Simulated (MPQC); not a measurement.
**[BH3]− (SMILES [BH3-]): levels of theory compared**

We compute a comparison of 6 runs (UHF/3-21G, UHF/def2-SVP, UHF/pcseg-1, UB3LYP/6-31G*, UPBE0/def2-SVP, OPT2/cc-pVTZ) of [BH3]−. 

The calculation is run with MPQC 2.3.1.

7 further runs of the same task are left out: 2 that didn't finish, 5 set aside as unsound or not needed.

**1. The molecule**

[BH3]− has 4 atoms, charge -1, and is taken as a doublet. As SMILES, `[BH3-]`. Geometry: relaxed at GFN2-xTB.

Bond lengths: B1–H2 1.254 Å, B1–H3 1.254 Å, B1–H4 1.254 Å. Angles: H2–B1–H3 111.5°, H2–B1–H4 111.5°, H3–B1–H4 111.5°.

**2. Energy and gradient at UHF/3-21G (run 1)**

The input, run.in:

```
% BH3
molecule<Molecule>: (
    symmetry = c1
    unit = angstrom
    { atoms geometry } = {
        B  [ 0.150430 -0.037330 -0.233800 ]
        H  [ 0.917080 0.452560 0.628490 ]
        H  [ -0.279230 -1.161080 0.118390 ]
        H  [ -0.788270 0.745860 -0.513080 ]
    }
)
basis<GaussianBasisSet>: (
    name = "3-21G"
    molecule = $:molecule
    basisdir = "."
    puream = yes
)
mpqc: (
    checkpoint = no
    savestate = no
    restart = no
    do_energy = yes
    do_gradient = yes
    optimize = no
    mole<UHF>: (
        molecule = $:molecule
        basis = $:basis
        total_charge = -1
        multiplicity = 2
        memory = 1000000000
        print_evals = yes
        print_npa = yes
        maxiter = 120
        value_accuracy = 1e-08
        guess_wavefunction<UHF>: (
            molecule = $:molecule
            total_charge = -1
            multiplicity = 2
            memory = 1000000000
            value_accuracy = 1e-3
            basis<GaussianBasisSet>: (
                name = "MINI (Huzinaga)"
                molecule = $:molecule
            )
        )
    )
)
```

The basis set 3-21G is read from a file made from the Basis Set Exchange's data (not shown).

On the command line:

```bash
$ mpqc run.in > run.out
```

Log:

```text
MPQC: Massively Parallel Quantum Chemistry
[...]
  <S^2>      = 0.758953
  total scf energy =  -26.1842571911
[...]
Value of the MolecularEnergy:  -26.1842571911
  Gradient of the MolecularEnergy:
      1    0.0108305235
      2   -0.0026992133
      3   -0.0165563682
      4    0.0009172654
      5    0.0028989403
      6    0.0080747897
      7   -0.0046464970
      8   -0.0045197961
      9    0.0057144194
     10   -0.0071012920
     11    0.0043200691
     12    0.0027671591
[...]
      symmetry = c1
[...]
      nbasis = 15
[...]
    nalpha = 5
    nbeta = 4
[...]
```

It took 0.38 s on 1 thread of AMD EPYC 7R43 (Zen 3), shared host.

**3. Energy and forces at UHF/def2-SVP (run 2)**

run.in, as its differences from that of step 2:

```diff
@@ -1,10 +1,9 @@
-% BH3
 molecule<Molecule>: (
     symmetry = c1
-    unit = angstrom
+    unit = bohr
     { atoms geometry } = {
-        B  [ 0.150430 -0.037330 -0.233800 ]
-        H  [ 0.917080 0.452560 0.628490 ]
-        H  [ -0.279230 -1.161080 0.118390 ]
-        H  [ -0.788270 0.745860 -0.513080 ]
+        B  [ 0.28427150  -0.07054348  -0.44181797 ]
+        H  [ 1.73303003   0.85521445   1.18767397 ]
+        H  [ -0.52766823  -2.19412321   0.22372468 ]
+        H  [ -1.48961441   1.40947113  -0.96958068 ]
     }
@@ -12,3 +11,3 @@
 basis<GaussianBasisSet>: (
-    name = "3-21G"
+    name = "def2-SVP"
     molecule = $:molecule
@@ -41,3 +40,3 @@
             basis<GaussianBasisSet>: (
-                name = "MINI (Huzinaga)"
+                name = "STO-3G"
                 molecule = $:molecule
```

The basis set def2-SVP is read from a file made from the Basis Set Exchange's data (not shown).

On the command line:

```bash
$ mpqc run.in > run.out
```

Log:

```text
MPQC: Massively Parallel Quantum Chemistry
[...]
  <S^2>      = 0.756762
  total scf energy =  -26.3264000865
[...]
Value of the MolecularEnergy:  -26.3264000865
  Gradient of the MolecularEnergy:
      1    0.0100771117
      2   -0.0025157921
      3   -0.0153823771
      4   -0.0014594511
      5    0.0016415918
      6    0.0061876979
      7   -0.0037711820
      8   -0.0013962221
      9    0.0052139883
     10   -0.0048464786
     11    0.0022704223
     12    0.0039806909
[...]
      symmetry = c1
[...]
      nbasis = 29
[...]
    nalpha = 5
    nbeta = 4
[...]
```

It took 0.59 s on 1 thread of AMD EPYC 7R43 (Zen 3), shared host.

Runs 3 to 5 aren't shown in full; the table further down has their settings and results.

**4. The energy at OPT2/cc-pVTZ (Cartesian functions) (run 6)**

The input, input.in:

```
% emacs should use -*- KeyVal -*- mode
molecule<Molecule>: (
    symmetry = auto
    unit = angstrom
    { atoms geometry } = {
        B  [ 0.150430 -0.037330 -0.233800 ]
        H  [ 0.917080 0.452560 0.628490 ]
        H  [ -0.279230 -1.161080 0.118390 ]
        H  [ -0.788270 0.745860 -0.513080 ]
    }
)
basis<GaussianBasisSet>: (
    name = "cc-pVTZ"
    molecule = $:molecule
    puream = no
)
mpqc: (
    checkpoint = no
    savestate = no
    restart = no
    do_energy = yes
    do_gradient = no
    optimize = no
    mole<MBPT2>: (
        molecule = $:molecule
        basis = $:basis
        memory = 1000000000
        method = opt2
        nfzc = 0
        algorithm = v1
        reference<HSOSHF>: (
            molecule = $:molecule
            basis = $:basis
            total_charge = -1
            multiplicity = 2
            memory = 1000000000
            print_evals = yes
            maxiter = 60
            guess_wavefunction<HSOSHF>: (
                molecule = $:molecule
                total_charge = -1
                multiplicity = 2
                memory = 1000000000
                value_accuracy = 1e-3
                basis<GaussianBasisSet>: (
                    name = "STO-3G"
                    molecule = $:molecule
                )
            )
        )
    )
)
```

On the command line:

```bash
$ mpqc input.in > input.out
```

Log:

```text
MPQC: Massively Parallel Quantum Chemistry
[...]
   npass  rest  nbasis  nshell  nfuncmax  ndocc  nsocc  nvir  nfzc  nfzv
[...]
  LUMO is     6   A =   0.381839
  total scf energy =  -26.3571289179
[...]
Value of the MolecularEnergy:  -26.5067114526
[...]
        symmetry = c1
[...]
```

Run time: 8.7 s. Hardware: 1 thread of AMD EPYC 7R43 (Zen 3), shared host; peak memory 0.49 GiB.

**5. The series**

```
run                                level   starting guess  integration grid  energy (Eh)   ⟨S²⟩  largest force (eV/Å)  wall time
  1                            UHF/3-21G  MINI (Huzinaga)                 –   -26.184257  0.759                 1.027     0.38 s
  2                         UHF/def2-SVP           STO-3G                 –   -26.326400  0.757                 0.954     0.59 s
  3                          UHF/pcseg-1           STO-3G                 –   -26.341350  0.756                 1.187     0.54 s
  4  UB3LYP/6-31G* (spherical functions)           STO-3G             xfine   -26.573782  0.752                 0.942      8.4 s
  5                       UPBE0/def2-SVP           STO-3G             xfine   -26.519597  0.753                 0.920       15 s
  6   OPT2/cc-pVTZ (Cartesian functions)           STO-3G                 –   -26.506711      –                     –      8.7 s
```

**6. Outcome**

| quantity | value |
| --- | --- |
| run 6: total energy | -26.50671 Eh |
| run 6: correlation energy | -149.6 mEh |

In words: Totals of different functionals can't be ranked against each other. All runs together took 34 s, the longest 15 s.
